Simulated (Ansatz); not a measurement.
Relaxation of CH7BO (10 atoms, charge 0, multiplicity 1), to a largest force component of 0.03 eV/Å in at most 50 steps.

Method: RHF/def2-SVP (Ansatz 0.2.0).

```xyz
10
Properties=species:S:1:pos:R:3
B 0.041 -0.503 -0.384
H -0.173 0.094 1.933
H 0.981 0.241 -0.441
C -1.398 -0.045 -0.858
H -2.200 -0.739 -0.591
H -1.651 0.945 -0.472
H -1.382 0.044 -1.950
O 0.320 -1.784 0.034
H -0.427 -2.361 0.036
H 0.049 -0.578 1.882
```

Where does it end, and by what steps?

It converged. The force dipped under the threshold on the way, but the program's further checks kept it going. After 27 steps the energy has fallen by 0.298 eV; H2 moved furthest, 1.85 Å.

| step | energy less start (eV) | largest force component (eV/Å) | accepted |
| --- | --- | --- | --- |
| 0 | 0.0000 | 1.522 | yes |
| 1 | -0.1706 | 0.504 | yes |
| 2 | -0.2355 | 0.419 | yes |
| 3 | -0.2633 | 0.403 | yes |
| 4 | -0.2771 | 0.166 | yes |
| 5 | -0.2689 | 0.424 | no |
| 6 | -0.2786 | 0.114 | yes |
| 7 | -0.2808 | 0.168 | yes |
| 8 | -0.2824 | 0.124 | yes |
| 9 | -0.2842 | 0.069 | yes |
| 10 | -0.2848 | 0.192 | yes |
| 11 | -0.2829 | 0.281 | no |
| 12 | -0.2771 | 0.537 | no |
| 13 | -0.2863 | 0.065 | yes |
| 14 | -0.2850 | 0.320 | no |
| 15 | -0.2874 | 0.019 | yes |
| 16 | -0.2882 | 0.097 | yes |
| 17 | -0.2888 | 0.111 | yes |
| 18 | -0.2892 | 0.177 | yes |
| 19 | -0.2899 | 0.201 | yes |
| 20 | -0.2922 | 0.029 | yes |
| 21 | -0.2931 | 0.025 | yes |
| 22 | -0.2933 | 0.229 | yes |
| 23 | -0.2950 | 0.062 | yes |
| 24 | -0.2956 | 0.050 | yes |
| 25 | -0.2962 | 0.133 | yes |
| 26 | -0.2968 | 0.130 | yes |
| 27 | -0.2976 | 0.009 | yes |

```xyz
10
Properties=species:S:1:pos:R:3
B -0.025 -0.438 -0.812
H 0.136 -0.467 3.664
H 0.945 0.145 -1.221
C -1.465 -0.120 -1.387
H -2.265 -0.736 -0.969
H -1.710 0.930 -1.197
H -1.471 -0.240 -2.474
O 0.204 -1.352 0.152
H -0.565 -1.804 0.462
H 0.375 -0.605 2.970
```

The run took 33 s on 1 thread of Arm Neoverse V1 (shared host), peak memory 0.13 GiB.
